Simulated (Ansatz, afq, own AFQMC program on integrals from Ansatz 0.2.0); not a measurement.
AFQMC on a folder of integrals that Ansatz 0.2.0 wrote.

```yaml
crystal:
  periodic: [false, false, false]
  atoms:
    - {symbol: O, position_ang: [0.000000, 0.000000, 0.000000]}
basis:
  gaussian: {orbitals: aug-cc-pVTZ}
magnetization: {spin_polarized: true, initial_magnetization: 4}
correlation: {method: ccsd_t, electrons: outside_noble_gas, hamiltonian_folder: ham}
```

```sh
$ ansatz run in.yaml --threads 1 --pin off --events-out ev --progress --plain --max-ram 15360MiB --backend cuda --devices 0, --max-vram 18GiB
```

Options of the walk:

```
--method phaseless --trial hf --walkers 4000 --populations 20 --least-time 40 --time-step 0.005 --steps-per-block 20 --equilibration-blocks 112 --max-blocks 4000 --target-error 0.0007499999999999999 --factor-cut 1e-05 --start spin_pure --seed 1076 --taylor-order 6
```

Times are imaginary, in 1/Eh. The walk had a cap of 55 s. With eight or more populations the least sampling time is a fifth of least-time, and the error comes from their spread.

Log:

```
orbitals 45  electrons 5 1  factors 279 of 279
reference energy -74.49917101 Eh
CCSD correlation -0.12400683 Eh in 6 cycles, weight of the determinant in the CISD state 0.9677
energy of the start -74.499241 Eh
 block  time / (1/Eh)  mean weight  energy / Eh
     1     0.100  1.0014  -74.551315
     2     0.200  1.0008  -74.575486
     3     0.300  1.0009  -74.589971
     4     0.400  1.0005  -74.600548
     5     0.500  1.0006  -74.607784
     8     0.800  1.0003  -74.616445
    13     1.300  1.0000  -74.622742
    25     2.500  0.9996  -74.626356
    37     3.700  0.9997  -74.626696
    49     4.900  0.9998  -74.623010
    61     6.100  1.0002  -74.624079
    73     7.300  1.0000  -74.627016
    85     8.500  1.0000  -74.627654
    97     9.700  0.9998  -74.626592
   109    10.900  1.0000  -74.625828
   121    12.100  0.9998  -74.623583
   125    12.500  1.0001  -74.627939
   133    13.300  1.0002  -74.624742
   145    14.500  1.0001  -74.625098
   157    15.700  0.9997  -74.622969
   169    16.900  0.9999  -74.624651
   181    18.100  0.9998  -74.621250
   189    18.900  1.0003  -74.624570
error from the spread of 20 populations
energy -74.624586 +/- 0.000336 Eh
(rows thinned)
```

The run passed its tests (sampling time, drift between the halves within three errors, error under three times the target), which doesn't prove that it has relaxed.

Against this walk (error 9.1 meV) on the same determinant: CCSD(T) 26.6 meV lower, CCSDT(Q) 36.1 meV lower, a separate phaseless walk with a CISD trial and standard settings 33.4 ± 9.2 meV lower. The error is statistical and leaves out the bias of the constraint. CCSDT(Q) is the surest value here, so the walk's 36 meV above it is most likely the bias of the constraint with this trial, which can have either sign.

Cautions: constraint bias not in the error; another spin lies lower (by 9.61 eV).

The walk took 19 s on 1 × NVIDIA H100 80GB HBM3 with 2 threads of AMD EPYC 7R13 Processor (Zen 3), on a shared host (the card was shared). The log's last line is the phaseless energy.

CCSDT and higher add their correlation energy to the determinant of the CCSD(T) run, since their own runs factorise the integrals more tightly (a shift of under 2 meV). A walk keeps the symmetry of its determinant, which the program's search chose and which needn't be the lowest solution, so a lower state of the same spin and another symmetry isn't excluded.
